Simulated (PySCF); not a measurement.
## Two-dimensional NMR puzzle

Compound of formula C$_{4}$H$_{3}$N. Correlations simulated from computed shifts and couplings:

HSQC (one-bond C–H):
```csv
δH,δC,"$^{1}J$(C,H) (Hz)"
3.24,8.8,145
1.67,79.6,270
```

COSY cross peaks (|J| ≥ 2 Hz):
```csv
δH,δH,abs. J (Hz),bonds
3.24,1.67,3.9,4
```

HMBC (two and three bonds, |J| ≥ 2.5 Hz):
```csv
δH,δC [abs. J in Hz]
3.24,"118.3 [11.8], 79.6 [4.4], 77.0 [13.1]"
1.67,"77.0 [54.6], 8.8 [3.9]"
```

Carbons without hydrogens: δ 118.3, 77.0.

Computed data (PySCF 2.14): GIAO PBE0/pcSseg-1 shieldings, couplings computed with B3LYP/pcJ-1, GFN2-xTB structure. Gas phase, one averaged value for each set of equivalent atoms, non-relativistic, one computed conformer.

δ = σ(ref) − σ, references computed at the same level: $^{1}$H (σ = 31.72 ppm), $^{13}$C (σ = 186.93 ppm) vs TMS.

Exchangeable hydrogens are left out of these lists, and C,H couplings along chains are those of one rotamer, so weak HMBC peaks may be missing or extra.

Task: Which molecule is this?

Result: SMILES C(CC#C)#N.

Atoms are numbered as in `[CH:1]#[C:2][CH2:3][C:4]#[N:5]`. Each H is labelled by its parent atom.

1. δC 118.3 is C4, a nitrile carbon.
2. δC 79.6 is C1, a terminal alkyne carbon (δH 1.67).
3. δC 77.0 is C2, an alkyne carbon.
4. δC 8.8 is C3, an sp3 CH2 α to a nitrile (δH 3.24).
5. HMBC from δH 3.24 reaches the proton-free carbons C4, C2.
6. HMBC from δH 1.67 reaches the proton-free carbon C2.
7. COSY links 3.24–1.67.

Shifts are as computed. Against solution values, carbons near 30 ppm lie about +3 ppm off and those near 130 ppm about +5 ppm. Of 1211 compounds with measured shifts, 218 miss one by over three times the rms of a fit or turn the order of signals round; such compounds aren't used in these exercises.
